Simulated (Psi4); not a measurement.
Reaction (SMILES): [C-]#[S+] (C-S) + 3 [H][H] (H2) → C (CH4) + S (H2S)
B3LYP-D3(BJ)/def2-TZVP geometries, fixed; electronic energies without zero-point terms.
Largest species:
```xyz
5

C      0.0000     0.0000     0.0000
H      0.6205     0.6269     0.6390
H     -0.6429    -0.6249     0.6185
H      0.6369    -0.6328    -0.6166
H     -0.6146     0.6308    -0.6409
```

How fast the energy of full hydrogenation converges with the basis for several methods (Psi4): deviation from each method's own reference, in kcal/mol. References: HF -109.05 kcal/mol, the value in aug-cc-pV(Q+d)Z; MP2 -104.38 kcal/mol, Hartree-Fock in aug-cc-pV(Q+d)Z plus the correlation part extrapolated as X^-3 from aug-cc-pV(T+d)Z and aug-cc-pV(Q+d)Z; PBE -108.93 kcal/mol, the value in aug-cc-pV(Q+d)Z; PBE0 -116.48 kcal/mol, the value in aug-cc-pV(Q+d)Z. Cartesian d functions, on some or all atoms, in 6-31+G*; all else is spherical. Density fitting with the program's default auxiliary sets. In correlated methods cores are frozen. Psi4's default fitting sets serve the pcseg sets less well. No added dispersion term, no relativity. 

```tsv
basis	functions	HF	MP2	PBE	PBE0
STO-3G	14	…	16.67	-3.44	-8.73
def2-SV(P)	32	…	15.96	4.98	3.53
6-31+G*	42	…	14.81	2.36	1.15
6-311G**	44	…	4.21	-1.05	-1.22
aug-cc-pV(D+d)Z	59	…	1.41	-2.68	-2.18
aug-pcseg-1	59	…	2.17	-0.69	-0.95
def2-TZVPD	83	…	4.56	0.83	0.72
pcseg-2	86	…	-0.23	-0.16	-0.42
def2-TZVPPD	105	…	0.36	-0.12	-0.15
aug-cc-pV(T+d)Z	138	…	-0.16	-0.14	-0.19
aug-pcseg-2	138	…	-0.87	-0.41	-0.50
pcseg-3	192	…	-0.80	0.01	-0.09
```

**Question.** What belongs in the gaps?

**Answer.** 
- STO-3G, HF: -27.14
- def2-SV(P), HF: 0.31
- 6-31+G*, HF: -1.53
- 6-311G**, HF: -2.16
- aug-cc-pV(D+d)Z, HF: -1.89
- aug-pcseg-1, HF: -1.99
- def2-TZVPD, HF: 0.53
- pcseg-2, HF: -1.13
- def2-TZVPPD, HF: -0.22
- aug-cc-pV(T+d)Z, HF: -0.33
- aug-pcseg-2, HF: -0.77
- pcseg-3, HF: -0.47

Mean absolute deviation over 6-311G**, def2-TZVPD, pcseg-2, def2-TZVPPD, aug-cc-pV(T+d)Z, aug-pcseg-2: PBE 0.45, PBE0 0.53, HF 0.86, MP2 1.73 kcal/mol.
